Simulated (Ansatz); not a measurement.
Molecule: Cl2, net charge 0, singlet state. SMILES: ClCl
Geometry from a B3LYP-D3(BJ)/def2-TZVP (Ansatz, an electronic-structure program) optimisation:
```xyz
2

Cl     0.0000     0.0000    -1.0068
Cl     0.0000     0.0000     1.0068
```

Computed values are from Ansatz. Cores are frozen in the correlated levels unless marked. UHF or UKS for open shells. No spin-orbit coupling. No relativistic terms. CBS(X,Y): correlation extrapolated as X^-3; Hartree-Fock from the larger set (for Q and 5 zeta extrapolated as (X+1)exp(-9√X)).

**Question.** What is the T1 diagnostic at CCSD/cc-pV(5+d)Z?

**Answer.** 0.009.

**Question.** What is the atomisation energy De at CCSD(T)/CBS(cc-pV(Q+d)Z,cc-pV(5+d)Z)?

**Answer.** 59.5 kcal/mol.

**Question.** What is the vertical electron affinity (to the doublet; negative means unbound) at CCSD(T)/CBS(aug-cc-pV(T+d)Z,aug-cc-pV(Q+d)Z)?

**Answer.** 0.96 eV.

**Question.** What is the total energy at CCSD(T)/CBS(cc-pV(Q+d)Z,cc-pV(5+d)Z)?

**Answer.** -919.5079 Eh.

**Question.** What is the dipole moment at CCSD(T)/aug-cc-pV(D+d)Z?

**Answer.** 0.00 D.
